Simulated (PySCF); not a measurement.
Argon: a sound run and one with changed settings

Sound run: Ar [Ar], Ar⁺ [Ne] 3s2 3p5. Calculation: PySCF 2.14, in def2-TZVP (5s5p2d1f, 37 functions); no relativity, point nucleus. The sound run starts from symmetry-adapted Hartree-Fock orbitals and uses a fine grid where one is needed.

Changed run: initial guess 1e, at most 50 SCF cycles, level shift 10.0 hartree.

| species | method | sound run (hartree) | changed run (hartree) | converged |
| --- | --- | --- | --- | --- |
| Ar | UHF | -526.80276 | -526.80271 | no |
| Ar | LDA | -525.92340 | -525.92208 | no |
| Ar | MN15 | -527.45750 | -527.45721 | no |
| Ar⁺ | UHF | -526.26721 | -526.26720 | no |
| Ar⁺ | LDA | -525.33597 | -525.33568 | no |
| Ar⁺ | MN15 | -526.87680 | -526.87673 | no |

A level shift slows the SCF but leaves a converged energy unchanged.
